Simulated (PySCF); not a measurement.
## Silicon: a sound run and one with changed settings

Sound run: Si [Ne] 3s2 3p2, Si⁺ [Ne] 3s2 3p1. All numbers are calculated (PySCF 2.14, scalar relativity by spin-free X2C-1e, in cc-pVTZ-DK). In the sound run the correlated levels freeze [Ne]. The sound run starts from symmetry-adapted Hartree-Fock orbitals and uses a fine grid where one is needed.

Changed run: all electrons correlated in a basis built for the valence shell.

```
species   method  sound run (hartree)  changed run (hartree)  converged
     Si      MP2           -289.51503             -289.56865        yes
     Si  CCSD(T)           -289.53558             -289.59011        yes
    Si⁺      MP2           -289.21989             -289.27360        yes
    Si⁺  CCSD(T)           -289.23803             -289.29282        yes
```

Ionisation energy of Si:

```
 method  sound run (eV)  changed run (eV)
    UHF           7.630             7.630
    MP2           8.031             8.029
SCS-MP2           7.946             7.943
   CCSD           8.060             8.054
CCSD(T)           8.097             8.090
```

A valence basis has no tight correlating functions, so it recovers only part of the core correlation, and not evenly between atom and ion.

For comparison, NIST gives 8.152 eV between the lowest levels.
